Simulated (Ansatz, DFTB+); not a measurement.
**Relative energies of C2H2O isomers**

3 of its isomers, all singlets with charge 0: A = ethynol `C#CO`; B = oxirene `C1=CO1`; C = ethenone `C=C=O`.

Shapes, held fixed at every level: PBE0-D4/def2-TZVP. Programs: Ansatz 0.2.0, DFTB+ 25.1.

Enthalpies at 298 K in kJ/mol, with harmonic thermal terms from PBE0-D4/def2-TZVP. Measured gas-phase heats of formation: A Active Thermochemical Tables; B Active Thermochemical Tables; C Active Thermochemical Tables.

```tsv
level	kind	B − A	C − A
DFTB3-D3(BJ)	semi-empirical	+274.3	-142.1
r2SCAN/STO-3G	meta-GGA	+129.6	-173.8
B3LYP/STO-3G	global hybrid	+127.3	-153.6
BCCD(T)/STO-3G	coupled cluster or CI	+138.1	-126.4
CCSD/STO-3G	coupled cluster or CI	+137.7	-111.8
CCSDTQ/STO-3G	coupled cluster or CI	+138.2	-124.7
FCI/STO-3G	exact in the basis	+138.3	-124.6
B3LYP/6-31G* (Cartesian functions)	global hybrid	+165.1	-177.7
measured	experiment	+183.2	-141.3
```

Experiment puts C lowest of these. All levels agree on that. Mean absolute errors: B3LYP/6-31G* (Cartesian functions) 27.2; BCCD(T)/STO-3G 30.0; FCI/STO-3G 30.8; CCSDTQ/STO-3G 30.8; B3LYP/STO-3G 34.1; CCSD/STO-3G 37.5; r2SCAN/STO-3G 43.0; DFTB3-D3(BJ) 46.0 kJ/mol. DFTB3-D3(BJ) strays far from the other rows.
